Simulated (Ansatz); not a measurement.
**Scandium, hcp under LDA: testing the Gaussian smearing**

How small must the Gaussian smearing width be for energy and pressure to settle? The geometry was relaxed under LDA beforehand and stays fixed; 7 values are run, from 0.01 to 1.0 eV. Wanted are the values from which on the energy stays within 10 and 1 meV/atom, and the pressure within 0.5 GPa, of the narrowest run. Within the series other settings stay, but some runs also write fields, which adds to their time. Spin polarisation is left out.

Program: Ansatz 0.2.0. Level of theory: DFT LDA, plane waves with PAW, scalar-relativistic. These are calculated values, not measurements.

### Step 1. Starting point

Symmetry: P6_3/mmc, No. 194, hexagonal system. The conventional cell has a = 3.227 Å, b = 3.227 Å, c = 5.009 Å, α = 90.00°, β = 90.00°, γ = 120.00°. Sc (site symmetry -6m2) is surrounded by 12 Sc at 3.12 to 3.23 Å.

As a file:

```cif
data_structure
_symmetry_space_group_name_H-M 'P6_3/mmc'
_symmetry_Int_Tables_number 194
_cell_length_a 3.2269
_cell_length_b 3.2269
_cell_length_c 5.0094
_cell_angle_alpha 90.000
_cell_angle_beta 90.000
_cell_angle_gamma 120.000
_cell_volume 45.17
loop_
_atom_site_label
_atom_site_type_symbol
_atom_site_symmetry_multiplicity
_atom_site_Wyckoff_symbol
_atom_site_fract_x
_atom_site_fract_y
_atom_site_fract_z
_atom_site_occupancy
Sc1 Sc 2 c 0.33333 0.66667 0.25000 1
```

### Step 2. Width 0.01 eV

The run at 0.01 eV.

Contents of input.yaml:

```yaml
crystal:
  lattice:
    - [3.2269060027, 0.0, 0.0]
    - [-1.6134530014, 2.794582574, 0.0]
    - [0.0, 0.0, 5.0094253455]
  atoms:
    - { symbol: Sc, position: [0.3333333333, 0.6666666667, 0.25] }
    - { symbol: Sc, position: [0.6666666667, 0.3333333333, 0.75] }
hamiltonian:
  xc: lda
  pseudopotentials:
    kind: paw
    azcp:
      Sc: "pseudopotentials/Sc.paw.azcp"
basis:
  ecutwfc: 420
  fft_grid_basis: typed
kpoints:
  mp_grid: { grid: [11, 11, 6], shift: [0, 0, 0] }
magnetization:
  spin_polarized: false
scf:
  occupations: { method: gaussian, width: 0.01 }
  lower_state_search: "off"
output:
  stress: true
```

On the command line:

```sh
ansatz run input.yaml --threads 2 --pin off --max-ram 5120MiB --backend cpu --events-out ev --progress --plain --runs-dir out
```

### Step 3. Width 0.03 eV

The run at 0.03 eV.

Edit input.yaml of step 2 so:

```diff
@@ -22,3 +22,3 @@
 scf:
-  occupations: { method: gaussian, width: 0.01 }
+  occupations: { method: gaussian, width: 0.03 }
   lower_state_search: "off"
@@ -26 +26,5 @@
   stress: true
+  write_density: true
+  write_potential: true
+  elf: true
+  volumetric_format: npy
```

### Step 4. Width 0.1 eV

The run at 0.1 eV.

Edit input.yaml of step 3 so:

```diff
@@ -22,3 +22,3 @@
 scf:
-  occupations: { method: gaussian, width: 0.03 }
+  occupations: { method: gaussian, width: 0.1 }
   lower_state_search: "off"
```

### Step 5. Width 0.2 eV

The run at 0.2 eV.

Edit input.yaml of step 4 so:

```diff
@@ -22,3 +22,3 @@
 scf:
-  occupations: { method: gaussian, width: 0.1 }
+  occupations: { method: gaussian, width: 0.2 }
   lower_state_search: "off"
```

### Step 6. Width 0.3 eV

The run at 0.3 eV.

Edit input.yaml of step 5 so:

```diff
@@ -22,3 +22,3 @@
 scf:
-  occupations: { method: gaussian, width: 0.2 }
+  occupations: { method: gaussian, width: 0.3 }
   lower_state_search: "off"
@@ -26,5 +26 @@
   stress: true
-  write_density: true
-  write_potential: true
-  elf: true
-  volumetric_format: npy
```

### Step 7. Width 0.6 eV

The run at 0.6 eV.

Edit input.yaml of step 6 so:

```diff
@@ -22,3 +22,3 @@
 scf:
-  occupations: { method: gaussian, width: 0.3 }
+  occupations: { method: gaussian, width: 0.6 }
   lower_state_search: "off"
```

### Step 8. Width 1.0 eV

The run at 1.0 eV.

Edit input.yaml of step 7 so:

```diff
@@ -22,3 +22,3 @@
 scf:
-  occupations: { method: gaussian, width: 0.6 }
+  occupations: { method: gaussian, width: 1.0 }
   lower_state_search: "off"
```

(Steps that only read results are left out.)

What does the calculation give?

As calculated:

```
                                           quantity                       value
       E(σ → 0) stays within 10 meV/atom of 0.01 eV                up to 0.3 eV
                   E(σ → 0) stays within 1 meV/atom                up to 0.3 eV
                      pressure stays within 0.5 GPa                up to 0.3 eV
                                pressure at 0.01 eV                   -0.25 GPa
energy of a separate run on a finer mesh (18×18×10)  +0.2 meV/atom from 0.01 eV
```

**Reading.** At 1.0 eV the energy differs by -23.4 meV/atom and the pressure by +2.2 GPa. The free energy F moves by -381.5 meV/atom over the range, and the estimate for σ → 0 by -23.4. With this scheme F falls about as the square of the width. The mesh (11×11×6) is fixed, so the narrowest widths carry a k-point error of their own. A run on a finer mesh agrees with the yardstick to 1 meV/atom. The cell taken over is 10 % smaller than the measured one (25.00 Å³/atom, COD), which weighs on all values here.
